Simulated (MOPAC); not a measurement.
**PM7- run of AlSiNH8 (SMILES [AlH3-][NH2+][SiH3])**

Wanted: a geometry optimisation of AlSiNH8. 

The results are computed with MOPAC 23.2.5.

9 further runs of the same task are left out: 2 that didn't finish, 7 set aside as unsound or not needed.

## 1. The system as given

AlSiNH8 has 11 atoms, charge 0, and is taken as a singlet. As SMILES, `[AlH3-][NH2+][SiH3]`. All atoms were displaced at random from a relaxed shape. The run starts from this shape.

Bond lengths: Al1–N2 2.069 Å, N2–Si3 1.768 Å, Al1–H4 1.618 Å, Al1–H5 1.594 Å, Al1–H6 1.617 Å, N2–H7 0.999 Å, N2–H8 1.006 Å, Si3–H9 1.494 Å, Si3–H10 1.500 Å, Si3–H11 1.485 Å. Some angles: Al1–N2–Si3 108.9°, Al1–N2–H7 106.6°, Al1–N2–H8 106.3°, Si3–N2–H7 114.7°, Si3–N2–H8 111.0°, N2–Al1–H4 97.0°, N2–Al1–H5 99.9°, N2–Al1–H6 101.1°, N2–Si3–H9 109.1°, N2–Si3–H10 108.1°.

## 2. A structure relaxation at PM7-

mol.mop

```
DISP BONDS GNORM=0.02 GRADIENTS CYCLES=300 PM7- AUX(PRECISION=6) T=10M THREADS=1
AlH8NSi optimise

Al    -0.891706     1.218717    -0.732408
N     -0.015923     0.158280     0.813519
Si     0.849596    -1.228019     0.137891
H     -0.706935     0.088612    -1.875415
H      0.102179     2.462388    -0.809060
H     -2.383567     1.442684    -0.151291
H      0.557533     0.804884     1.314258
H     -0.766651    -0.141654     1.411969
H      1.639327    -1.886105     1.222156
H      1.784570    -0.723856    -0.920969
H     -0.134128    -2.195639    -0.409885
```

Run with:

```bash
$ mopac mol.mop
```

Q: Predict the results. Wanted: total energy at the end; dipole moment; HOMO energy; LUMO energy; HOMO–LUMO gap; heat of formation.

**Answer.** As computed:

Level: PM7-.

```
               quantity            value
total energy at the end     -17.11002 Eh
          dipole moment           3.28 D
            HOMO energy        -10.17 eV
            LUMO energy         -0.80 eV
          HOMO–LUMO gap          9.37 eV
      heat of formation  -117.9 kcal/mol
```

At the final geometry: Bond lengths: Al1–N2 1.941 Å, N2–Si3 1.848 Å, Al1–H4 1.774 Å, Al1–H5 1.787 Å, Al1–H6 1.793 Å, N2–H7 1.068 Å, N2–H8 1.061 Å, Si3–H9 1.460 Å, Si3–H10 1.456 Å, Si3–H11 1.455 Å. Some angles: Al1–N2–Si3 128.0°, Al1–N2–H7 89.4°, Al1–N2–H8 92.3°, Si3–N2–H7 116.4°, Si3–N2–H8 117.9°, N2–Al1–H4 105.1°, N2–Al1–H5 170.4°, N2–Al1–H6 157.8°, N2–Si3–H9 103.1°, N2–Si3–H10 111.9°. The optimisation took 99 steps and changed the energy by -6.023 eV. Bonds broke or formed on the way.
